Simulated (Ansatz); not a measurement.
```yaml
crystal:
  periodic: [false, false, false]
  atoms:
    - {symbol: N, position_ang: [-1.932581, 0.133353, -0.806364]}
    - {symbol: C, position_ang: [-0.779024, 0.157431, -0.332602]}
    - {symbol: C, position_ang: [0.206138, -0.883786, 0.125935]}
    - {symbol: C, position_ang: [1.089762, 0.326746, 0.429768]}
    - {symbol: O, position_ang: [0.046520, 1.217549, -0.046635]}
    - {symbol: H, position_ang: [-2.280175, 1.071584, -0.997346]}
    - {symbol: H, position_ang: [-0.123897, -1.467881, 0.983722]}
    - {symbol: H, position_ang: [0.555006, -1.549677, -0.662002]}
    - {symbol: H, position_ang: [1.992690, 0.429830, -0.172974]}
    - {symbol: H, position_ang: [1.308662, 0.513750, 1.481597]}
basis:
  gaussian: {orbitals: def2-SVP, fitting: {mean_field: cc-pVTZ-jkfit}}
magnetization: {spin_polarized: true, initial_magnetization: 0}
hamiltonian: {xc: {name: PBEsol}, dispersion: d4}
scf: {lower_state_search: light}
charge: 1
```

```sh
$ ansatz run in.yaml --threads 2 --pin off --events-out ev --progress --plain --max-ram 4352MiB
```

Shortened log:

```
Error: YAML parse error: error: line 19 column 1: unknown field `charge`, expected one of crystal, accuracy, basis, kpoints, hamiltonian, magnetization, projection, total_charge, correlation, batch, efield, external_charges, scf, relax, neb, saddle, md, ramp, phonons, dielectric, real_time, elastic, magnetic_configurations, gw, evaluate, workflow, output, checkpoint, execution
17 | hamiltonian: {xc: {name: PBEsol}, dispersion: d4}
18 | scf: {lower_state_search: light}
19 | charge: 1
```

Something in this input is off. What?

The input holds a key that doesn't belong there. The input was rejected before any iteration.
